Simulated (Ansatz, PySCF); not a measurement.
carbonyl sulfide (COS), SMILES O=C=S. Atoms are numbered in the order given.

```xyz
3

O      0.0000     0.0000    -1.6757
C      0.0000     0.0000    -0.5203
S      0.0000     0.0000     1.0419
```

Geometry: B3LYP-D3(BJ)/def2-TZVP.

Two levels are set side by side: PBE-D3(BJ)/def2-TZVP (Ansatz, an electronic-structure program) and B3LYP-D3(BJ)/def2-TZVP (Ansatz). Each level has its own optimised geometry; the coordinates shown are those of the second. Frequencies come from the Hessian of PySCF at each geometry. Differences are taken from unrounded values.

| quantity | B3LYP-D3(BJ) | PBE-D3(BJ) | PBE-D3(BJ) minus B3LYP-D3(BJ) |
|---|---|---|---|
| mean bond length (Å) | 1.359 | 1.368 | 0.009 |
| bond O1–C2 (Å) | 1.155 | 1.169 | 0.013 |
| bond C2–S3 (Å) | 1.562 | 1.567 | 0.005 |
| highest harmonic wavenumber (cm⁻¹) | 2115 | 2065 | -50 |
| mean harmonic wavenumber (cm⁻¹) | 1014 | 988 | -26 |
| zero-point energy (kcal/mol) | 5.80 | 5.65 | -0.15 |

GGA bonds tend to be longer and softer than those of functionals with exact exchange. Differences between two approximate levels are no errors against the true value.
